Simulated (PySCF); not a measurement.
Two structures of SiH$_{4}$O, singlet, reached by relaxing down either side of one saddle point (PBE0-D4/def2-TZVP). Energies are electronic, without zero-point energy. Computed with PySCF 2.14 with density fitting (its default auxiliary sets; JK sets also for MP2 and CCSD(T)) (basis: def2-TZVPP and def2-QZVPP); correlated methods freeze the cores. Extrapolation: Hartree–Fock as exp(−7.88 √X), correlation as X^−2.97. First:

```
6
angstrom
Si -1.0389 0.5588 -0.3632
H 1.4114 0.0876 -0.9073
O 0.9648 0.1943 -0.0610
H -1.2765 -0.9514 -0.2649
H -1.1556 0.7437 1.1436
H 1.0966 -0.6136 0.4472
```

Second:

```
6
angstrom
Si -0.1975 0.2573 -0.2315
H 0.7060 0.3048 -1.4141
O 0.5760 -0.3244 1.1022
H -1.3771 -0.5775 -0.5907
H -0.6382 1.6264 0.1195
H 0.9320 -1.2125 1.0615
```

(1) Which bonds change from the first to the second?

(2) Give the saddle point's structure and its height above each. (To be estimated.)

No T1 diagnostic of these runs exceeds 0.016. The restricted Hartree–Fock reference is unstable towards an unrestricted one at one or more of these structures.

Answers

(1) SiH₂ + H₂O → SiH₄O ([OH][SiH3]); bonds formed: Si1–H2; dative contacts that become bonds: Si1–O3; bonds broken: H2–O3.

(2) Computed: 23.22 kcal/mol above the first and 82.41 kcal/mol above the second (CCSD(T) at an estimated basis limit (MP2 extrapolated from triple and quadruple zeta, plus CCSD(T) − MP2 in triple zeta)).
```json
{"atom": "Si1", "x (Å)": "-0.5070", "y (Å)": "0.4429", "z (Å)": "-0.4719"}
{"atom": "H2", "x (Å)": "1.0813", "y (Å)": "0.1535", "z (Å)": "-0.6923"}
{"atom": "O3", "x (Å)": "0.9866", "y (Å)": "-0.1912", "z (Å)": "0.5122"}
{"atom": "H4", "x (Å)": "-1.4654", "y (Å)": "-0.7076", "z (Å)": "-0.3875"}
{"atom": "H5", "x (Å)": "-1.1043", "y (Å)": "1.4567", "z (Å)": "0.4526"}
{"atom": "H6", "x (Å)": "1.0089", "y (Å)": "-1.1542", "z (Å)": "0.5868"}
```

Losses and insertions of silylenes and their heavier kin drive the gas-phase chemistry of silicon and germanium vapour deposition.

Labels in which every atom is bracketed show which atoms are joined, not bond orders.

For scale, one of the runs: CCSD(T)/def2-TZVPP, 129 basis functions, launched by `OMP_NUM_THREADS=4 python run.py`. The run took about 31 s on 4 CPU threads of a Oxide Virtual Turin-like (shared host).
